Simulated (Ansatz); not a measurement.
Input for Ansatz (development build ahead of 0.2.0):

```yaml
crystal:
  periodic: [false, false, false]
  atoms:
    - { symbol: C, position_ang: [0.0, 0.0, 1.6772] }
    - { symbol: C, position_ang: [0.0, 0.0, 0.0] }
    - { symbol: P, position_ang: [1.8975, 0.0, 0.6906] }
basis:
  gaussian: { orbitals: "6-31G" }
magnetization:
  spin_polarized: true
  initial_magnetization: 1
hamiltonian:
  xc: hf
```

The input is written out in the form of the current development build from the run's settings.

Results

| Item | Value |
| --- | --- |
| Converged | yes |
| Total energy | -416.10116 hartree |
| Spin squared of the determinant | 2.588 |
| Stability test | minimum |

Caution: the unrestricted determinant is a mixture of spin states.
